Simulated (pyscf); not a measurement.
A first-order saddle from PySCF, ωB97X-D3(BJ)/def2-SVP:

```xyz
5

F      0.0078     0.3569     0.4141
N     -1.1944    -0.1922     0.7530
F     -0.8879    -1.4795     1.0849
H     -1.6673    -0.3301    -0.2533
H     -1.9962    -0.5724    -1.3516
```
Charge 0, spin multiplicity 2.

Surface: doublet, charge 0. Lowest wavenumbers (cm⁻¹): 1453i, 308, 378, 558, 1001.

**Question.** Which two sides does it connect, and which bonds change?

**Answer.** F–N•–F + H₂ ⇌ F–NH–F + H•, a hydrogen abstraction read from left to right: H–H broken and H–N formed. At ωB97M-D3(BJ)/def2-TZVP it lies +33.4 kcal/mol from the left side (each side as separated species at their lowest minima found). One saddle was located; it need not be the lowest between these sides. The angle at the transferred H is 170°.
